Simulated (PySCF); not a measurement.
Gas-phase reaction: c-Si3H6 + 5 CH + 4 CH4 → 3 (CH3)3Si

Energies from PySCF, thermal terms from the rigid-rotor harmonic-oscillator model, ideal gas at 1 bar. † marks an energy on the PBE0/def2-TZVP geometry and frequencies; other levels use their own. Open shells (unrestricted): CH (multiplicity 2), (CH3)3Si (multiplicity 2); the rest are closed-shell singlets. Spin-orbit splitting is ignored; it lowers the true energy and changes the entropy of CH. c-Si3H6, (CH3)3Si: computed as isolated molecules; such fragments, hydroxides, amides, oligomers or adducts are transient or little studied in the gas. Warning, spin contamination: CH (BLYP/def2-TZVP†, PBE0/def2-QZVP†, PBE0/def2-TZVP, LDA/def2-TZVP†, ωB97X-V/def2-TZVP†).

```
level               ΔH°(298 K), kJ
------------------  --------------
BLYP/def2-TZVP†                  …
PBE0/def2-QZVP†              -2967
PBE0/def2-TZVP               -2962
LDA/def2-TZVP†                   …
ωB97X-V/def2-TZVP†           -2873
```

Task: Fill in the missing entries.

Result: 
- BLYP/def2-TZVP†, ΔH°(298 K), kJ: -2726
- LDA/def2-TZVP†, ΔH°(298 K), kJ: -3430
